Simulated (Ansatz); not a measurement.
# Reading a saddle point

A first-order saddle point of Si$_{2}$NH$_{7}$, singlet, PBE0-D4/def2-TZVP, with one imaginary mode of 1586i cm⁻¹:

Si1  (-0.637, -0.787, 0.122)
N2  (1.177, -1.322, 0.020)
H3  (0.136, -2.105, -0.410)
H4  (-0.843, -0.959, 1.594)
Si5  (-0.801, 1.528, -0.256)
H6  (1.800, -1.397, 0.817)
H7  (1.677, -1.107, -0.831)
H8  (0.104, 2.301, 0.646)
H9  (-0.415, 1.849, -1.659)
H10  (-2.198, 2.000, -0.045)
(Å)

Computed with Ansatz 0.2.0 (basis: def2-TZVPP and def2-QZVPP); correlated methods freeze the cores. Extrapolation: Hartree–Fock as exp(−7.88 √X), correlation as X^−2.97.

(1) Which contacts change along the imaginary mode, and what lies on either side? (Judge from chemistry; the calculation decides.)

(2) Which side is lower, and how far does the saddle lie above each? (An estimate is asked for; the value comes from the calculation.)

The T1 diagnostic stays at or below 0.015. The restricted Hartree–Fock reference is unstable towards an unrestricted one at one or more of these structures.

Results:

(1) The calculation gives: The step is Si₂NH₇ ([NH2][SiH2][SiH3]) → Si₂H₄ ([SiH][SiH3]) + NH₃ (still joined by a long Si–N bond), with the molecules in contact on both sides. Shortening one way: N2–H3; lengthening the same way: Si1–N2, Si1–H3.
```tsv
pair	one side (Å)	saddle (Å)	other side (Å)
N2–H3	2.60	1.37	1.01
Si1–N2	1.73	1.89	2.04
Si1–H3	1.49	1.62	2.56
```

(2) By the calculation: The side with Si1–N2, Si1–H3 short is lower by 1.426 eV; the saddle lies 3.107 eV above it and 1.681 eV above the other (CCSD(T) at an estimated basis limit (MP2 extrapolated from triple and quadruple zeta, plus CCSD(T) − MP2 in triple zeta); electronic energies).

Losses and insertions of silylenes and their heavier kin drive the gas-phase chemistry of silicon and germanium vapour deposition.

Labels in which every atom is bracketed show which atoms are joined, not bond orders.

For scale, one of the runs: CCSD(T)/def2-TZVPP, 213 basis functions, launched by `ansatz run in.yaml --threads 2 --pin off --events-out ev --progress --plain --max-ram 4352MiB`. Hardware: 2 CPU threads of an AMD EPYC 7R43, shared host. Wall time 46 s; peak host memory 2.8 GiB.
